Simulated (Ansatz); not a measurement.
Geometry optimisation, RKS PBE-D4/cc-pVDZ (Ansatz).

The input (input.yaml):

```yaml
crystal:
  periodic: [false, false, false]
  atoms:
    - { symbol: Al, position_ang: [0.0, 0.0, 0.0] }
    - { symbol: O, position_ang: [0.0, 0.0, 2.13] }
    - { symbol: H, position_ang: [-0.9095, -0.2814, 2.4671] }
    - { symbol: H, position_ang: [1.351, 0.0, -0.78] }
    - { symbol: H, position_ang: [-1.351, 0.0, -0.78] }
    - { symbol: "N", position_ang: [0.0995, 2.1044, 0.7] }
    - { symbol: H, position_ang: [0.493, 2.3259, 1.659] }
    - { symbol: H, position_ang: [-0.2465, 2.8877, 0.0753] }
    - { symbol: H, position_ang: [0.0609, 1.2889, 1.7979] }
basis:
  gaussian: { orbitals: cc-pVDZ }
hamiltonian:
  xc: pbe
  dispersion: d4
relax:
  f_tol: 0.15
  max_steps: 25
  restrain:
    - { distance: [0, 5], at: 1.92, k: 30.0 }
    - { distance: [8, 1], at: 1.01, k: 30.0 }
    - { distance: [0, 1], at: 2.98, k: 30.0 }
    - { distance: [8, 5], at: 2.26, k: 30.0 }
```

Command:

```bash
$ ansatz run input.yaml --threads 1 --pin off --max-ram 2048MiB --backend cpu --events-out ev --progress --plain --runs-dir out
```

Task: Where does it end, and by what steps?

Result: It converged. The restraints hold the end off the free minimum; the threshold counts their pulls, which the force column leaves out. Restrained pairs: Al1–N6 (2.22 → 1.89 Å), O2–H9 (1.33 → 1.00 Å), Al1–O2 (2.13 → 2.96 Å), N6–H9 (1.37 → 2.26 Å). After 11 steps the energy has fallen by 2.177 eV (the restraints' own energy left out); H7 moved furthest, 1.19 Å.

```json
{"step": "0", "energy less start (eV)": "0.0000", "largest force component (eV/Å)": "2.992", "accepted": "yes"}
{"step": "1", "energy less start (eV)": "-0.3894", "largest force component (eV/Å)": "3.431", "accepted": "yes"}
{"step": "2", "energy less start (eV)": "-0.8022", "largest force component (eV/Å)": "3.448", "accepted": "yes"}
{"step": "3", "energy less start (eV)": "-1.4246", "largest force component (eV/Å)": "2.016", "accepted": "yes"}
{"step": "4", "energy less start (eV)": "-1.7675", "largest force component (eV/Å)": "0.898", "accepted": "yes"}
{"step": "5", "energy less start (eV)": "-1.9184", "largest force component (eV/Å)": "0.862", "accepted": "yes"}
{"step": "6", "energy less start (eV)": "-2.0226", "largest force component (eV/Å)": "1.163", "accepted": "yes"}
{"step": "7", "energy less start (eV)": "-2.1336", "largest force component (eV/Å)": "0.923", "accepted": "yes"}
{"step": "8", "energy less start (eV)": "-2.1712", "largest force component (eV/Å)": "0.964", "accepted": "yes"}
{"step": "9", "energy less start (eV)": "-2.1134", "largest force component (eV/Å)": "1.125", "accepted": "no"}
{"step": "10", "energy less start (eV)": "-2.1724", "largest force component (eV/Å)": "0.949", "accepted": "yes"}
{"step": "11", "energy less start (eV)": "-2.1770", "largest force component (eV/Å)": "0.932", "accepted": "yes"}
```

```xyz
9
Properties=species:S:1:pos:R:3
Al 0.128 0.508 -0.350
O -0.162 -0.186 2.517
H -1.133 -0.301 2.550
H 1.536 -0.167 -0.681
H -1.320 -0.011 -0.800
N 0.152 2.168 0.549
H 1.016 2.710 0.661
H -0.643 2.815 0.504
H -0.077 0.788 2.318
```

The run took 35 s on 1 thread of AMD EPYC 7R43 64-Core Processor (Zen 3), on a shared host, peak memory 0.13 GiB.
